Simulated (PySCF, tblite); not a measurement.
Propionitrile (`N#CCC`). Structure optimised with GFN2-xTB, isolated species.

```
atom  x, y, z in Å
C1    -0.9640   -0.2959    0.0853
C2     0.2971    0.4658   -0.3276
C3     1.4661   -0.0973    0.2999
N4     2.3846   -0.5538    0.8041
H5    -1.1010   -0.2491    1.1633
H6    -0.8909   -1.3409   -0.2076
H7    -1.8355    0.1406   -0.3968
H8     0.2229    1.5170   -0.0340
H9     0.4342    0.4195   -1.4118
```

Question: What is the longest distance between nuclei?

Answer: N4···H7, 4.44 Å; the next longest distance is 3.52 Å.

Question: Give the dihedral angles H6–C1–C2–C3, H5–C1–C2–H9, H5–C1–C2–H8, H7–C1–C2–H9, H6–C1–C2–H8, H6–C1–C2–H9.

Answer: H6–C1–C2–C3 -60° (synclinal); H5–C1–C2–H9 180° (antiperiplanar); H5–C1–C2–H8 -60° (synclinal); H7–C1–C2–H9 -60° (synclinal); H6–C1–C2–H8 180° (antiperiplanar); H6–C1–C2–H9 60° (synclinal). Dihedral signs follow IUPAC: positive where, seen along the central bond, the front bond turns clockwise onto the rear one.

Question: How far are the heavy atoms from their best plane (unweighted least squares)?

Answer: 0.000 Å rms; none is more than 0.001 Å off.

Question: Work out the bond lengths C1–C2, C1–H5, C1–H6, C2–H8, C2–H9, C3≡N4 in Å.

Answer: For C1–C2 the difference vector is (1.2611, 0.7617, -0.4129) Å, of length 1.5300 Å. C1–C2 1.530; C1–H5 1.088; C1–H6 1.088; C2–H8 1.094; C2–H9 1.094; C3≡N4 1.143 Å.

Question: How far apart are these pairs, which share no bond: C1···N4, C3···H6, C3···H8, C3···H9, H5···H8, H5···H9, H7···H9?

Answer: C1···N4 3.435 Å (3 bonds apart); C3···H6 2.713 Å (3 bonds apart); C3···H8 2.065 Å (2 bonds apart); C3···H9 2.064 Å (2 bonds apart); H5···H8 2.511 Å (3 bonds apart); H5···H9 3.072 Å (3 bonds apart); H7···H9 2.502 Å (3 bonds apart).

Question: What are the angles H6–C1–H7, C2–C1–H7, C2–C1–H6, C1–C2–C3, C2–C3–N4?

Answer: From the scalar product of the two bond vectors; for H6–C1–H7 it is -0.3786 Å² over 1.0877 × 1.0874 Å², cos θ = -0.3201. H6–C1–H7 108.7°; C2–C1–H7 109.9°; C2–C1–H6 110.5°; C1–C2–C3 110.9°; C2–C3–N4 179.3°.

Its GFN2-xTB frequencies are all real (lowest 193 cm⁻¹).

All values are computed, not measured.
